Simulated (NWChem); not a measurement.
System: chloromethane (CH₃Cl); SMILES CCl

All runs: NWChem. Pople sets run with spherical d functions. Each level has its own optimisation. Computed dipoles belong to the equilibrium geometry; the measured one is vibrationally averaged.

Measured dipole moment: 1.87 D (NIST CCCBDB, as tabulated in the package chemicals).

| level | dipole moment (D) | computed − measured |
|---|---|---|
| Hartree-Fock/STO-3G | 2.34 | +0.47 |
| Hartree-Fock/3-21G | 2.87 | +1.00 |
| Hartree-Fock/6-31G* | 2.25 | +0.38 |
| B3LYP/6-31G* | (withheld) | (withheld) |
| LDA (Slater exchange, VWN5)/def2-SVP | 1.72 | -0.15 |
| PBE/def2-SVP | 1.76 | -0.11 |
| BLYP/def2-SVP | 1.73 | -0.14 |
| PBE0/def2-SVP | (withheld) | (withheld) |

Problem. Complete the blanks.

Solution. 
- B3LYP/6-31G*, dipole moment (D): 2.08
- B3LYP/6-31G*, computed − measured: +0.21
- PBE0/def2-SVP, dipole moment (D): 1.87
- PBE0/def2-SVP, computed − measured: 0.00
